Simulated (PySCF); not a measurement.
**nitrosomethane: calculation against experiment**

**The experiment to reproduce.**

NIST CCCBDB Release 22 (SRD 101), experimental dipoles lists, for the gas: dipole moment (microwave Stark effect, vibrational ground state) 2.32 D.

The results are set against them at the end.

Compound: nitrosomethane, CH3NO.
SMILES with atom numbers: `[CH3:1][N:2]=[O:3]` (hydrogens: H4, H5, H6 on C1)

Structure used (BHandHLYP/def2-TZVP), in Å, numbered top down from 1:
```
atom  x, y, z in Å
C1    -0.4201   -0.0481   -0.0625
N2     0.9578   -0.4329    0.2353
O3     1.7305    0.4597    0.1924
H4    -1.0202   -0.3307    0.7956
H5    -0.7441   -0.6547   -0.9011
H6    -0.5001    1.0101   -0.2774
```

The PySCF runs (gas phase, on this BHandHLYP/def2-TZVP geometry; no spin–orbit coupling):

```tsv
level	job	basis functions	wall time
BHandHLYP/def2-TZVP, grid level 1	geometry optimisation from a GFN2-xTB start	111	14 s
```

Hardware: Intel Xeon Platinum 8488C, one thread (shared host).

Results beside the measurements:

**Dipole moment.** Measured: 2.32 D (NIST CCCBDB Release 22 (SRD 101), experimental dipoles).

| level | computed (D) | computed − measured (D) | % (from the printed values) |
| --- | --- | --- | --- |
| BHandHLYP/def2-TZVP | 2.51 | +0.19 | +8 |

The computed dipoles belong to one fixed geometry; measured ones are averaged over vibrations unless marked μe. Magnitudes are compared, not signs.

No measured geometry was used, and the causes of the misses weren't examined.
